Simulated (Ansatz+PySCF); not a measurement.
Results of a calculation; reference values are marked as such.
## Several solutions for singlet CHO₂(-)

| atom | x (Å) | y (Å) | z (Å) |
| --- | --- | --- | --- |
| C | -0.0485 | -0.0118 | -0.3019 |
| O | 0.0361 | 1.1136 | 0.2359 |
| O | 0.0049 | -1.0865 | 0.1864 |
| H | 0.0234 | 0.0141 | -1.4312 |

Basis set: def2-SVP (spherical functions). Charge -1, multiplicity 1.

CASSCF(4,3) was run from several starts with Ansatz (development build ahead of 0.2.0) and PySCF 2.14.0. The starts are those of the Hartree–Fock orbitals from which the active space was taken at the frontier.

```json
{"run": "A", "program": "PySCF", "start": "program defaults", "converged": "yes", "energy (hartree)": "-188.04801", "<S²>": "0.00"}
{"run": "B", "program": "Ansatz", "start": "search for the lowest state", "converged": "yes", "energy (hartree)": "-188.05438", "<S²>": "0.00"}
{"run": "C", "program": "Ansatz", "start": "atomic start, no search", "converged": "yes", "energy (hartree)": "-188.04801", "<S²>": "0.00"}
{"run": "D", "program": "Ansatz", "start": "stability test followed", "converged": "yes", "energy (hartree)": "-188.04801", "<S²>": "0.00"}
```

(1) Which runs reached the lowest solution of this kind, and what is wrong with the others?

Answers

(1) B reached the lowest solution found. Converged but too high: A by 0.17 eV, C by 0.17 eV, D by 0.17 eV. Convergence only shows a stationary point; in CASSCF the end hangs on which orbitals enter the active space. Caution: no diffuse functions for an anion. Caution: other starts end on other solutions of this active space.
